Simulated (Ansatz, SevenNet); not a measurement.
Voigt–Reuss–Hill shear modulus (GPa) of solids drawn from the class of elemental solids other than molecular ones, at two levels: the machine-learned potential SevenNet-l3i5 (trained on PBE and PBE+U data), and PBE (PAW; Ansatz, a quantum-chemistry and plane-wave program).

```tsv
solid	SevenNet-l3i5	PBE	shift (%)
fcc Au	9.66	21.5	+123
diamond-structure Si	48.1	62.3	+30
fcc Ag	21.6	27.9	+29
hcp Re	73.6	176	+139
fcc Pd	53.3	41.6	-22
hcp Co	56.9	104	+83
```

The shifts run from -22 % to +139 %, with a median of +56 %.

Over all 6 rows PBE is the larger in 5.

Ansatz's runs of these crystals have no spin polarisation, but for hcp Co.

Density-functional runs with spin start from parallel moments for hcp Co.

Spin–orbit coupling is left out, also for the solids with elements from indium on (fcc Au, hcp Re); its size isn't shown.

Each level is taken at its own relaxed cell. Ansatz's density-functional and Hartree–Fock values are scalar-relativistic unless marked +SOC, with PAW data made under PBE.
